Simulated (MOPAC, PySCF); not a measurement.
C2H3N, SMILES `CC#N`, neutral singlet in the gas phase. 

Cartesian coordinates (Å):
```xyz
6

C     -0.4881     0.0109    -0.0009
C      0.9706    -0.0216     0.0018
N      2.1284    -0.0474     0.0039
H     -0.8827    -0.6078    -0.8210
H     -0.8809    -0.3765     0.9513
H     -0.8473     1.0424    -0.1351
```
Charge 0, multiplicity 1.

All levels are single points at this geometry (B3LYP-D3(BJ)/def2-SVP); Pople sets use spherical d functions. Orbital energies aren't observables, and empty levels follow the basis.

B3LYP-D3(BJ)/def2-TZVP in PySCF gives dipole (D) = 4.01.

Q: Estimate the dipole (D) from each of these levels: PBE-D3(BJ)/def2-TZVP in PySCF; B3LYP/6-31G* in PySCF; M06-2X/6-31G* in PySCF; AM1 in MOPAC; PM7 in MOPAC.

A: 
```csv
level,dipole (D)
PBE-D3(BJ)/def2-TZVP in PySCF,3.95
B3LYP/6-31G* in PySCF,3.80
M06-2X/6-31G* in PySCF,3.81
AM1 in MOPAC,2.89
PM7 in MOPAC,3.83
```
